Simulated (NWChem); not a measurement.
**Total energies of N₂ (+1)**

```xyz
2

N      0.0000     0.0000     0.5566
N      0.0000     0.0000    -0.5566
```
Charge +1, spin multiplicity 2.

Program: NWChem. Structure: optimised with UB3LYP/def2-SVP, a minimum by its harmonic frequencies.

Basis set: def2-SVP (28 functions).

```tsv
method	total energy (Ha)
UHF	-108.26900
UMP2	-108.60876
UB2PLYP	-108.78288
UPBE	-108.75821
UB3LYP	-108.85902
UM06-2X	-108.80870
```

Total energies of different functionals aren't comparable as a measure of quality: only differences taken within one method are. 

The correlated methods keep 2 core orbitals frozen. B3LYP has NWChem's definition, with VWN1-RPA local correlation. The structure started from a generated list of species. The unpaired electrons of the parent sit in orbitals of symmetry ag (D2h labels of the run); other states weren't searched. The stability of the SCF solutions was not checked. Open-shell Hartree-Fock references start from PBE0 orbitals.
